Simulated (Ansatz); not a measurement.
`N/C=C\F` + CH₃OH → `CO/C=C/N` + H–F  (substitution at a C–F bond)

Computed with Ansatz on PBE0-D4/def2-TZVP structures; ΔE is electronic, products minus reactants. CCSD(T)/CBS is the MP2 limit (def2-TZVPP, def2-QZVPP) plus CCSD(T) − MP2 in def2-TZVPP, frozen cores. This one scheme is used for every species. Double bonds are as drawn, so ΔE can hold a change between cis and trans. DFT in def2-TZVPP. B3LYP here is the variant with VWN-RPA as its local correlation; programs differ in this. HSE06 is defined as in plane-wave codes. One conformer a species, not always the lowest.

`N/C=C\F`:

```xyz
8

N    -0.379   -1.087    0.519
C    -0.470    0.148   -0.100
C     0.545    0.835   -0.606
F     1.811    0.381   -0.475
H     0.553   -1.339    0.808
H    -1.058   -1.248    1.245
H    -1.467    0.549   -0.235
H     0.466    1.761   -1.155
```

CH₃OH:

```xyz
6

C     0.309    0.161   -0.072
O    -0.588   -0.667    0.630
H     1.264    0.116    0.452
H    -0.018    1.208   -0.094
H     0.471   -0.177   -1.103
H    -1.438   -0.641    0.187
```

`CO/C=C/N`:

Z-matrix (Å, degrees):
```
C
O 1 1.401
H 1 1.098 2 111.3
H 1 1.089 2 106.8 3 119.2
H 1 1.098 2 111.3 3 -121.4
C 2 1.357 1 116.2 3 60.7
C 6 1.334 2 127.5 1 2.4
H 6 1.085 2 110.8 1 -179.4
N 7 1.405 6 124.2 2 172.9
H 7 1.083 6 121.3 2 -1.8
H 9 1.011 7 112.8 6 133.8
H 9 1.011 7 112.9 6 9.4
```

H–F:

```xyz
2

F    -0.397   -0.175   -0.154
H     0.397    0.175    0.154
```

| level | ΔE (kJ/mol) |
| --- | --- |
| PBE-D4 | -9.1 |
| B3LYP-D4 | -5.8 |
| HSE06-D4 | -9.9 |
| BHLYP-D4 | -5.1 |
| B2PLYP | -6.6 |
| BHLYP | 0.5 |
| MP2/def2-SVP | -18.3 |
| CCSD/CBS(def2) | -11.5 |

(1) What does CCSD(T)/CBS give? (Estimate.)

Largest T1 diagnostic among the species: 0.012.

Answers

(1) Computed: -14.9 kJ/mol. The listed levels differ from it by 5.8, 9.1, 5.0, 9.8, 8.3, 15.4, -3.4, 3.4 kJ/mol.

Leaving LDA and LC-ωPBE aside and taking each functional with its dispersion term where it has one, the values, not all of them listed here, spread over 9.3 kJ/mol, from PBE-QIDH to CAM-B3LYP-D4. LDA lies −11.8 kJ/mol from PBE without D4. From BLYP to BHLYP (50 % exact exchange), in def2-TZVPP and without D4, ΔE moves by −3.9 kJ/mol.
